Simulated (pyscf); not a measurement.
**Elimination: H₃Si–AsH–In [singlet] → H₂Si=As–In [singlet] + H₂**

Gas phase, singlet surface, charge 0. Bonds broken: As2–H4, H3–Si5. Bonds formed: H3–H4. PySCF, gas phase, ωB97X-D3(BJ)/def2-SVP geometries.

Transition state (Å):

```xyz
7

In     0.9501     0.6207    -1.6408
As     1.8189    -1.2332     0.8140
H      1.5529     1.6107     0.0886
H      1.8123     0.5029     0.5301
Si    -0.1157    -0.6941     1.5504
H     -1.0755    -1.5608     2.2882
H     -0.6998     0.6701     1.3487
```

One imaginary mode, 1287i cm⁻¹; descent along it reached the two sides named.

```json
[
 {"bond": "As2–H4", "change": "breaks", "reactant side (Å)": "1.531", "saddle": "1.759", "product side": "3.5"},
 {"bond": "H3–Si5", "change": "breaks", "reactant side (Å)": "1.516", "saddle": "3.2", "product side": "4.7"},
 {"bond": "H3–H4", "change": "forms", "reactant side (Å)": "3.4", "saddle": "1.221", "product side": "0.762"}
]
```

Electronic energies relative to the reactant's lowest minimum found (kcal/mol):

```csv
level,barrier,reaction energy,reverse barrier
ωB97X-D3(BJ)/def2-TZVP,68.9,+32.0,36.8
PBE/def2-TZVP,52.3,+26.6,25.7
r²SCAN/def2-TZVP,56.4,+28.5,27.9
B3LYP-D3(BJ)/def2-TZVP,56.9,+28.1,28.8
PBE0-D3(BJ)/def2-TZVP,58.6,+30.9,27.7
M06-2X/def2-TZVP,59.9,+27.5,32.4
ωB97M-D3(BJ)/def2-TZVP,62.3,+31.1,31.3
HF/def2-TZVP,75.8,+32.0,43.7
```

With ωB97M-D3(BJ)/def2-TZVP energies and thermal terms (ideal gas, 1 atm, RRHO with modes under 100 cm⁻¹ raised to 100, one conformer, R ln 2 for chiral ones without a mode under 150 cm⁻¹), in kcal/mol:

| T (K) | ΔH‡ | ΔG‡ | ΔH | ΔG |
|---|---|---|---|---|
| 298 | 58.5 | 58.5 | +28.7 | +20.7 |
| 600 | 58.4 | 58.6 | +29.2 | +12.4 |
| 900 | 58.3 | 58.7 | +28.9 | +4.0 |
| 1200 | 58.1 | 58.8 | +28.3 | -4.2 |

This is the saddle that the search found; another between the same sides may lie lower. Elements up to Kr have no core potential and no relativistic terms here. Elements past Kr carry the def2 core potentials, without spin-orbit coupling.
